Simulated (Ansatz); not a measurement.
The inner images of a band of Al2FH2 (5 atoms, charge 0, multiplicity 2) are given out of order.

These are results of UKS PBE0/def2-SVP (Ansatz 0.2.0), not measurements.

First end point:

```xyz
5
Properties=species:S:1:pos:R:3
F -0.148 -2.084 2.126
Al -0.324 -0.566 1.448
Al 0.158 0.482 -0.859
H -1.125 0.733 -1.776
H 1.438 1.435 -0.938
```

Last end point:

```xyz
5
Properties=species:S:1:pos:R:3
F 0.094 -1.285 1.790
Al 0.561 -0.093 0.707
Al -0.605 -0.097 -1.575
H -1.898 0.730 -2.044
H 1.849 0.745 1.122
```

**Question.** Put them in order from the first end to the last, with their energies above the first end.
A.
```xyz
5
Properties=species:S:1:pos:R:3
F 0.495 -1.356 2.272
Al -0.289 -0.590 1.019
Al -0.318 0.081 -1.265
H -0.853 1.418 -1.934
H 0.965 0.446 -0.092
```
B.
```xyz
5
Properties=species:S:1:pos:R:3
F 0.279 -1.754 2.271
Al -0.476 -0.705 1.218
Al -0.035 0.332 -1.048
H -1.061 1.111 -1.981
H 1.293 1.016 -0.460
```
C.
```xyz
5
Properties=species:S:1:pos:R:3
F 0.098 -1.953 2.219
Al -0.444 -0.637 1.346
Al 0.046 0.421 -0.935
H -1.103 0.933 -1.914
H 1.403 1.235 -0.717
```
D.
```xyz
5
Properties=species:S:1:pos:R:3
F 0.348 -1.377 2.147
Al 0.213 -0.384 0.812
Al -0.694 -0.205 -1.515
H -1.207 1.241 -1.998
H 1.340 0.726 0.554
```
E.
```xyz
5
Properties=species:S:1:pos:R:3
F 0.232 -1.367 1.968
Al 0.418 -0.242 0.742
Al -0.720 -0.234 -1.551
H -1.542 1.047 -2.067
H 1.613 0.795 0.908
```
F.
```xyz
5
Properties=species:S:1:pos:R:3
F 0.410 -1.533 2.282
Al -0.441 -0.728 1.096
Al -0.089 0.233 -1.178
H -0.997 1.260 -1.979
H 1.118 0.768 -0.221
```
G.
```xyz
5
Properties=species:S:1:pos:R:3
F 0.459 -1.362 2.245
Al -0.013 -0.492 0.907
Al -0.550 -0.092 -1.398
H -0.940 1.364 -1.942
H 1.044 0.583 0.188
```

**Answer.** C (+0.04 eV), B (+0.14 eV), F (+0.25 eV), A (+0.35 eV), G (+0.49 eV), D (+0.33 eV), E (+0.12 eV).

Run time: 3.3 min on 1 thread of Arm Neoverse V2, on a shared host, peak memory 0.15 GiB.
